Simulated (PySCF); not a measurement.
## Reproducing measurements on hydrogen cyanide

**Measured values to compare with.**

NIST CCCBDB Release 22 (SRD 101), experimental dipoles lists, for the gas: dipole moment (microwave Stark effect, vibrational ground state) 2.98 D.

The runs below try to reproduce these values; the comparison stands at the end.

Hydrogen cyanide, HCN.
Numbering: `[CH:1]#[N:2]` (hydrogens: H3 on C1)

Structure used (B3LYP/6-31+G*), in Å, numbered top down from 1:
```xyz
3
HCN angstrom
C     -0.0294   -0.0017   -0.0063
N      1.1279    0.0207   -0.0135
H     -1.1006   -0.0223    0.0003
```

The PySCF runs (gas phase, on this B3LYP/6-31+G* geometry; no spin–orbit coupling):

| level | job | basis functions | wall time |
| --- | --- | --- | --- |
| B3LYP/6-31+G*, grid level 1 | geometry optimisation from a GFN2-xTB start | 38 | 0.88 s |

Hardware: Arm Neoverse V2, one thread, no GPU, shared host.

All basis functions are spherical.

## Comparison

**Dipole moment.** Measured: 2.98 D (NIST CCCBDB Release 22 (SRD 101), experimental dipoles).

| level | computed (D) | computed − measured (D) | % (from the printed values) |
| --- | --- | --- | --- |
| B3LYP/6-31+G* | 3.09 | +0.11 | +4 |

The computed dipoles belong to one fixed geometry; measured ones are averaged over vibrations unless marked μe. Magnitudes are compared, not signs.

No measured geometry was used, and the causes of the misses weren't examined.
